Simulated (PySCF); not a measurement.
hydrogen peroxide (H₂O₂), SMILES OO.

The structure is a stationary point at B3LYP-D3(BJ)/def2-TZVP. A frequency run showed that this geometry is not a minimum.

Two levels are set side by side: TDDFT-PBE/def2-TZVPD (PySCF) and EOM-CCSD/aug-cc-pVDZ (PySCF). Vertical, same geometry; the bases differ. Differences are taken from unrounded values.

```csv
quantity,EOM-CCSD
lowest singlet excitation (eV),5.21
lowest triplet excitation (TDA for PBE) (eV),4.06
```

Problem. What does TDDFT-PBE give, and how far is it from EOM-CCSD? (The exact figures need the calculation; the answer reports its results.)

Solution. 
| quantity | TDDFT-PBE | TDDFT-PBE minus EOM-CCSD |
|---|---|---|
| lowest singlet excitation (eV) | 4.68 | -0.53 |
| lowest triplet excitation (TDA for PBE) (eV) | 3.62 | -0.44 |

A lower first singlet is the usual sign of a functional without exact exchange. Differences between two approximate levels are no errors against the true value.

Rough cost on one machine, each run with all the roots and properties that it gave: EOM-CCSD against TDDFT-PBE about 5 times.
